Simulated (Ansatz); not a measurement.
What each rung costs, and what it gives

Saddle point of CH10Si2, closed shell (CH₆Si ([CH3][SiH3]) + SiH₄ → CH₈Si₂ ([CH3][SiH2][SiH3]) + H₂; bonds formed: Si1–Si7, H2–H6; bonds broken: Si1–H2, H6–Si7), PBE0-D4/def2-TZVP structure:

Si1  (-0.562, -0.063, 0.414)
H2  (0.189, -1.617, 0.450)
H3  (-1.879, -0.739, 0.323)
H4  (-0.818, 1.353, -0.105)
C5  (0.261, 0.317, 2.045)
H6  (0.292, -1.063, -0.540)
Si7  (0.243, 0.010, -2.079)
H8  (0.234, -0.531, 2.730)
H9  (1.307, 0.588, 1.872)
H10  (-0.232, 1.184, 2.495)
H11  (1.193, 1.151, -2.005)
H12  (0.828, -1.048, -2.959)
H13  (-1.056, 0.459, -2.641)
(Å)

Barriers are electronic and count from the start structure reached by relaxing down the imaginary mode.

Program: Ansatz 0.2.0. Basis: as named in each row. Cores are frozen in the correlated methods. B3LYP uses VWN-RPA correlation. Extrapolation: Hartree–Fock as exp(−7.88 √X), correlation as X^−2.97.

Times are rough, for one single point on 4 threads of a shared host (Intel Xeon).

The estimate by CCSD(T) at an estimated basis limit (MP2 extrapolated from triple and quadruple zeta, plus CCSD(T) − MP2 in triple zeta) is 311.7 kJ/mol.

| method | basis | time (s) | barrier (kJ/mol) | method less estimate |
| --- | --- | --- | --- | --- |
| HF | STO-3G | under 1 | 716.8 | 405.1 |
| PBE-D4 | STO-3G | under 1 | 497.3 | 185.6 |
| SPW92 | def2-SVP | 1 | 237.9 | -73.8 |
| B3LYP-D4 | 6-31G | 2 | 379.8 | 68.1 |
| PBE-D4 | def2-SVP | 2 | 268.0 | -43.7 |
| PBE0-D4 | def2-SVP | 2 | 291.9 | -19.8 |
| SPW92 | def2-TZVPP | 3 | 227.2 | -84.5 |
| BLYP-D4 | def2-TZVPP | 3 | 288.3 | -23.4 |
| PBE-D4 | def2-TZVPP | 4 | 256.3 | -55.3 |
| B3LYP-D4 | def2-TZVPP | 5 | 304.0 | -7.7 |
| BHLYP-D4 | def2-TZVPP | 5 | 331.1 | 19.4 |
| CCSD(T) | def2-SVP | 6 | 348.0 | 36.3 |
| r2SCAN-D4 | def2-TZVPP | 6 | 278.4 | -33.2 |
| PBE0-D4 | def2-TZVPP | 6 | 278.7 | -33.0 |
| wB97M-V | def2-SVP | 6 | 320.7 | 9.0 |
| CAM-B3LYP-D4 | def2-TZVPP | 6 | 318.9 | 7.3 |
| r2SCAN0-D4 | def2-TZVPP | 7 | 293.4 | -18.2 |
| RPA on PBE | def2-TZVPP | 9 | 320.1 | 8.4 |
| B97M-V | def2-TZVPP | 11 | 279.8 | -31.9 |
| B2PLYP | def2-TZVPP | 11 | 318.4 | 6.8 |
| wB97X-V | def2-TZVPP | 12 | 315.8 | 4.2 |
| PBE-QIDH | def2-TZVPP | 12 | 304.8 | -6.9 |
| wB97M-V | def2-TZVPP | 13 | 309.6 | -2.1 |
| MP2 | def2-QZVPP | 48 | 315.5 | 3.9 |
| CCSD(T) | def2-TZVPP | 110 | 318.7 | 7.1 |

All methods are single points on the PBE0-D4 structures.

T1 diagnostic: at most 0.013.

Labels in which every atom is bracketed show which atoms are joined, not bond orders.
